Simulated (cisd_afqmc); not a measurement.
Input (AFQMC/CISD/cc-pVDZ; cisd_afqmc is a phaseless AFQMC code with CISD trial states that reads the integrals written by Ansatz):

Ansatz 0.2 input:
```python
import cisd_afqmc

open("ham.yaml", "w").write("""\
crystal:
  periodic: [false, false, false]
  atoms:
    - {symbol: C, position_ang: [0.66635149, -0.08229039, 0.02948477]}
    - {symbol: C, position_ang: [-0.57464739, 0.07096549, -0.02542704]}
    - {symbol: H, position_ang: [1.73846136, -0.21468951, 0.07692356]}
    - {symbol: H, position_ang: [-1.02215701, 1.01799782, -0.36525859]}
    - {symbol: H, position_ang: [-1.26652897, -0.73535889, 0.26398866]}
basis:
  gaussian:
    orbitals: cc-pVDZ
total_charge: 1
magnetization: {spin_polarized: false}
correlation: {method: ccsd, electrons: outside_noble_gas, hamiltonian_folder: ham}
""")
rep = cisd_afqmc.ansatz("ham.yaml")
e_ccsd = rep["correlation"]["coupled_cluster"]["energy"]["hartree"]
out = cisd_afqmc.run("ham", e_ccsd, trial="CISD", walkers=200, populations=8, threads=8, dt=0.005, steps=40, early=24, settle=10, least=32,
    cut=5e-5, rank_cut=2e-4, target=0.0004, seconds=1500, seed=1, memory=17280, gpu=False)
```

Output:

```
orbitals 41, occupied [5], factors 224 of 392, rank of the doubles 94 of 180
E(HF) = -77.093090
E(CCSD) on the cut factors = -77.352018, shift to the whole factors -0.000019
Energy of the trial state on the determinant = -77.352021
  tau behind 7.2 of longer steps, mean of the populations' last blocks
   2.0  -77.36256
   4.0  -77.36358
   6.0  -77.36305
   8.0  -77.36350
blocks 302 (0 outliers left out), error by blocks joined: 1: 0.00018, 2: 0.00022, 4: 0.00025, 8: 0.00024, 16: 0.00024
E(AFQMC/CISD) = -77.36324 +/- 0.00025
```
